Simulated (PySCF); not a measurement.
# [CHO2]-: core ionisation energies

Formate(1-), CHO2 (charge -1).
Bonds: O1–C2 (double), C2–O3. Hydrogens: H4 on C2.

Computed with delta-SCF UKS SCAN, pcX-2 on the ionised atom, pcseg-1 elsewhere, spin-free X2C (PySCF 2.14.0). Each binding energy is the total energy of the core-ionised species, with the hole localised on one atom, minus that of the ground state; both are solved self-consistently, so orbital relaxation is included.

Q: List the computed XPS lines with their assignment.

A: 
```tsv
atom(s)	environment	level	binding energy (eV)	count
O1/O3	carboxylate oxygen	O 1s	530.57	2
C2	carboxylate carbon	C 1s	287.63	1
```

Q: Which photon energy gives electrons from C 1s of C2 a kinetic energy of 20 eV, and what is their de Broglie wavelength?

A: hν = 287.63 + 20 = 307.63 eV, recoil neglected; λ = 12.264 Å/√(E/eV) = 2.74 Å.

Q: Which effective nuclear charge Zeff reproduces each element's mean 1s value in the hydrogen-like formula E = 13.606 eV × Zeff²?

A: C (Z = 6): mean 287.6 eV, Zeff = 4.60, Z − Zeff = 1.40; O (Z = 8): mean 530.6 eV, Zeff = 6.24, Z − Zeff = 1.76. Means run over the listed sites, weighted by atom count.

The first atom of each set that the bonding makes equivalent was ionised and stands for the set. The species carries charge -1, so core ionisation leaves a neutral species. The basis sets have no added diffuse functions. Isolated species at its PBE0-D3(BJ)/def2-SVP geometry, gas phase.

On Arm Neoverse V1, one thread, shared host with 32 logical CPUs at a one-minute load of 6.3, this took 2.5 s wall and 0.40 GiB of memory at its peak.
